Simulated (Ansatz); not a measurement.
A nudged elastic band was laid between two geometries of AlH$_{2}$OS (5 atoms, charge 0, multiplicity 2).

All numbers below come from UKS PBE0-D4/def2-SVP (Ansatz 0.2.0).

```
movable images  : 5
climbing image  : yes
spring          : 5.0 eV/Å²
optimiser       : quadratic models (default)
start path      : through a guess of the saddle point
force threshold : 0.03 eV/Å
iteration limit : 60
end points      : relaxed
```

First end point:

```xyz
5
Properties=species:S:1:pos:R:3
O -1.005 -1.248 0.287
Al -0.380 0.196 -0.370
S 1.631 0.748 0.349
H -1.854 -1.647 0.088
H 1.658 1.878 -0.394
```

Last end point:

```xyz
5
Properties=species:S:1:pos:R:3
O -1.436 -1.029 -0.103
Al -0.501 0.330 -0.518
S 1.506 0.611 0.376
H -1.237 -1.752 0.495
H 1.717 1.766 -0.292
```

Problem. What changes between the two ends?

Solution. No bond is made or broken. The dihedral H4–O1–Al2–S3 goes from -179 to 0°.

Problem. What energy profile does the band end with?

Solution. It converged. The highest image is number 3 of 0 to 6, 1.8 kcal/mol above the first end and 1.1 kcal/mol above the last; the last end lies 0.6 kcal/mol above the first. A vibrational analysis at the climbing image gives one clearly imaginary mode, 290i cm⁻¹: a first-order saddle point.

```json
{"image": "0", "path coordinate (Å)": "0.00", "energy (kcal/mol)": "0.0", "dihedral H4–O1–Al2–S3 (°)": "-179"}
{"image": "1", "path coordinate (Å)": "0.23", "energy (kcal/mol)": "0.4", "dihedral H4–O1–Al2–S3 (°)": "-156"}
{"image": "2", "path coordinate (Å)": "0.45", "energy (kcal/mol)": "1.3", "dihedral H4–O1–Al2–S3 (°)": "-126"}
{"image": "3", "path coordinate (Å)": "0.68", "energy (kcal/mol)": "1.8", "dihedral H4–O1–Al2–S3 (°)": "-86"}
{"image": "4", "path coordinate (Å)": "0.88", "energy (kcal/mol)": "1.4", "dihedral H4–O1–Al2–S3 (°)": "-46"}
{"image": "5", "path coordinate (Å)": "1.09", "energy (kcal/mol)": "0.9", "dihedral H4–O1–Al2–S3 (°)": "-16"}
{"image": "6", "path coordinate (Å)": "1.29", "energy (kcal/mol)": "0.6", "dihedral H4–O1–Al2–S3 (°)": "0"}
```

Problem. What is the geometry of the highest image?

Solution. 
```xyz
5
Properties=species:S:1:pos:R:3:forces:R:3
O -1.313 -0.995 0.244 0.01 -0.01 -0.02
Al -0.479 0.352 -0.335 -0.01 0.00 0.01
S 1.613 0.667 0.317 0.00 0.00 0.00
H -1.494 -1.921 0.106 -0.01 0.01 0.01
H 1.723 1.824 -0.373 0.00 0.00 0.00
```

Problem. What are the harmonic wavenumbers there?

Solution. 290i, 180, 192, 262, 455, 655, 893, 2713, 4046 cm⁻¹.

The run took 2.9 min on 1 CPU thread of a shared host.
